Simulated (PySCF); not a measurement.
# BNH3Cl (SMILES NBCl) at 5 levels

Wanted: a comparison of 5 runs (HF/def2-SVP, B3LYP/6-31G*, M06-2X/def2-SVP, B3LYP/6-31+G*, wB97X/6-311G**) of BNH3Cl. 

The results are computed with PySCF 2.14.0.

**1. The structure to begin with**

BNH3Cl has 6 atoms, charge 0, and is taken as a singlet. As SMILES, `NBCl`. Geometry: relaxed at PBE0-D4/def2-TZVP.

Bond lengths: N1–B2 1.383 Å, B2–Cl3 1.768 Å, N1–H4 1.005 Å, N1–H5 1.006 Å, B2–H6 1.191 Å. Angles: N1–B2–Cl3 119.7°, N1–B2–H6 121.5°, Cl3–B2–H6 118.8°, B2–N1–H4 122.2°, B2–N1–H5 123.2°, H4–N1–H5 114.7°.

**2. Energy and gradient at HF/def2-SVP (run 1)**

input.py reads:

```python
import pyscf.grad
from pyscf import gto

molecule = gto.M(
    atom=[
    ('N', (-0.395600, -0.007800, -0.658000)),
    ('B', (0.369600, -0.158900, 0.483700)),
    ('Cl', (0.529900, 1.189300, 1.616000)),
    ('H', (-0.511800, -0.749300, -1.326600)),
    ('H', (-0.878600, 0.844500, -0.888200)),
    ('H', (0.928800, -1.181900, 0.727100)),
],
    verbose=4,
    basis='def2-svp',
    max_memory=1860,
)

mf = molecule.RHF()
mf.conv_tol = 1e-10
mf.kernel()
if not mf.converged:
    mf = mf.newton().run(mf.mo_coeff, mf.mo_occ)

e_tot = mf.e_tot
print('Final energy', e_tot)
grad = mf.Gradients().kernel()
dip = mf.dip_moment()
pop, q = mf.mulliken_pop()
```

The run is started by

```bash
$ OMP_NUM_THREADS=1 python input.py
```

The program printed:

```text
PySCF version 2.14.0

[... 60 lines left out ...]
converged SCF energy = -540.267057039513
Final energy -540.2670570395135
[... 12 lines left out ...]
Dipole moment(X, Y, Z, Debye): -1.15808, -0.80021, -2.39351
[... 68 lines left out ...]
charge of    5H =     -0.08419
```

It took 1.6 s on 1 thread of Arm Neoverse V2, shared host; peak memory 0.13 GiB.

**3. Energy and gradient at B3LYP/6-31G(d) (Cartesian functions) (run 2)**

job.py reads:

```python
from pyscf import gto, dft

mol = gto.M(
    atom='''
N   -0.395600  -0.007800  -0.658000
B    0.369600  -0.158900   0.483700
Cl   0.529900   1.189300   1.616000
H   -0.511800  -0.749300  -1.326600
H   -0.878600   0.844500  -0.888200
H    0.928800  -1.181900   0.727100
''',
    charge=0,
    cart=True,
    basis='6-31g*',
    max_memory=1860,
    verbose=4,
)

calc0 = dft.RKS(mol)
calc0.xc = 'b3lyp'
calc0.conv_tol = 1e-10
calc0.grids.level = 5
calc0.kernel()
if not calc0.converged:
    calc0 = calc0.newton().run(calc0.mo_coeff, calc0.mo_occ)

etot = calc0.e_tot
print('E(%s) = %.9f' % ('B3LYP', etot))
grad = calc0.nuc_grad_method().kernel()
calc0.analyze()
```

The run is started by

```bash
$ OMP_NUM_THREADS=1 python job.py
```

The program printed:

```text
PySCF version 2.14.0

[... 93 lines left out ...]
Two-electron Coulomb Energy =          327.849445870455497
[... 9 lines left out ...]
MO #7   energy= -6.78982066697343  occ= 2
[... 7 lines left out ...]
MO #15  energy= -0.298820195432507 occ= 2
[... 7 lines left out ...]
MO #23  energy= 0.37034887611406   occ= 0
[... 7 lines left out ...]
MO #31  energy= 0.728564249477905  occ= 0
[... 7 lines left out ...]
MO #39  energy= 1.00212346398291   occ= 0
[... 7 lines left out ...]
MO #47  energy= 1.82730447625813   occ= 0
[... 7 lines left out ...]
MO #55  energy= 4.29999631809285   occ= 0
[... 64 lines left out ...]
Dipole moment(X, Y, Z, Debye): -1.28292, -0.78201, -2.58401
```

Run time: 9 s. Hardware: 1 thread of Arm Neoverse V2, shared host; peak memory 0.56 GiB.

Runs 3 to 4 aren't shown in full; the table further down has their settings and results.

**4. Energy and gradient at wB97X/6-311G(d,p) (run 5)**

input.py reads:

```python
import pyscf.grad
from pyscf import gto, dft

mol = gto.M(
    atom=[
    ('N', (-0.395600, -0.007800, -0.658000)),
    ('B', (0.369600, -0.158900, 0.483700)),
    ('Cl', (0.529900, 1.189300, 1.616000)),
    ('H', (-0.511800, -0.749300, -1.326600)),
    ('H', (-0.878600, 0.844500, -0.888200)),
    ('H', (0.928800, -1.181900, 0.727100)),
],
    max_memory=1860,
    basis='6-311g**',
    verbose=4,
)

myscf = dft.RKS(mol)
myscf.xc = 'wb97x'
myscf.conv_tol = 1e-10
myscf.grids.level = 5
myscf.kernel()
if not myscf.converged:
    myscf = myscf.newton().run(myscf.mo_coeff, myscf.mo_occ)

e_final = myscf.e_tot
print('Final energy', e_final)
grad = myscf.Gradients().kernel()
myscf.analyze()
```

The run is started by

```bash
$ OMP_NUM_THREADS=1 python input.py
```

The program printed:

```text
PySCF version 2.14.0

[... 101 lines left out ...]
MO #3   energy= -9.53742288916516  occ= 2
[... 10 lines left out ...]
MO #14  energy= -0.462631299664687 occ= 2
[... 10 lines left out ...]
MO #25  energy= 0.38244669830918   occ= 0
[... 10 lines left out ...]
MO #36  energy= 0.909316949386469  occ= 0
[... 10 lines left out ...]
MO #47  energy= 1.43553713817028   occ= 0
[... 10 lines left out ...]
MO #58  energy= 2.28538927967747   occ= 0
[... 10 lines left out ...]
MO #69  energy= 3.08261442353164   occ= 0
[... 10 lines left out ...]
MO #80  energy= 215.632452913785   occ= 0
[... 89 lines left out ...]
Dipole moment(X, Y, Z, Debye): -1.25530, -0.92232, -2.63011
```

Run time: 20 s. Hardware: 1 thread of Arm Neoverse V2, shared host; peak memory 0.78 GiB.

**5. Overview of the runs**

```
run                                level  Cartesian functions  integration grid  energy (Eh)  dipole moment (D)  HOMO energy (eV)  LUMO energy (eV)  wall time
  1                          HF/def2-SVP                   no                 –  -540.267057               2.78            -11.58              4.31      1.6 s
  2   B3LYP/6-31G* (Cartesian functions)                  yes                 5  -541.690429               2.99             -7.89              0.46        9 s
  3                      M06-2X/def2-SVP                   no                 5  -541.437892               2.84             -9.54              1.57       17 s
  4  B3LYP/6-31+G* (spherical functions)                   no                 5  -541.693524               2.85             -8.17             -0.28       11 s
  5                       wB97X/6-311G**                   no                 5  -541.703023               3.06            -10.86              2.59       20 s
```

**6. Results**

```
                       quantity          value
            run 5: total energy  -541.70302 Eh
           run 5: dipole moment         3.06 D
             run 5: HOMO energy      -10.86 eV
             run 5: LUMO energy        2.59 eV
           run 5: HOMO–LUMO gap       13.45 eV
run 5: largest force on an atom     0.258 eV/Å
```

In words: The dipole moment (its size) runs from 2.78 D (HF/def2-SVP) to 3.06 D (wB97X/6-311G**). The two ends differ in method and basis. The HOMO–LUMO gap runs from 7.88 eV (B3LYP/6-31+G*) to 15.89 eV (HF/def2-SVP). Totals of different functionals can't be ranked against each other. All runs together took 59 s, the longest 20 s.
